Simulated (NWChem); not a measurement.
System: methanol (CH4O); SMILES CO

```xyz
6

C     -0.0086    -0.6534     0.0000
O     -0.0886     0.7534     0.0000
H      0.4988    -1.0431    -0.8912
H     -1.0313    -1.0315     0.0000
H      0.4988    -1.0431     0.8912
H      0.8025     1.1082     0.0000
```
Atoms are numbered in this order, from 1.

Level: PBE0-D3(BJ)/def2-TZVP (NWChem), optimised geometry, unscaled harmonic frequencies. 

### Question
List the harmonic frequencies with IR intensities, and the thermochemistry.

### Answer
```
frequency (cm⁻¹)  IR intensity (km/mol)
----------------  ---------------------
320                               122.0
1065                               93.2
1108                               32.1
1175                                0.4
1376                               25.8
1478                                3.7
1490                                2.7
1506                                4.4
3006                               60.7
3058                               62.0
3132                               26.7
3881                               31.0
```

| Quantity | Result |
|---|---|
| zero-point energy | 32.3 kcal/mol |
| thermal correction to the enthalpy at 298.15 K (with zero-point energy) | 35.0 kcal/mol |
| heat capacity Cv | 8.7 cal/(mol K) |
| entropy at 298.15 K and 1 atm (symmetry number 1) | 56.8 cal/(mol K) |
| dipole moment | 1.67 D |

Rigid rotor and harmonic oscillator.
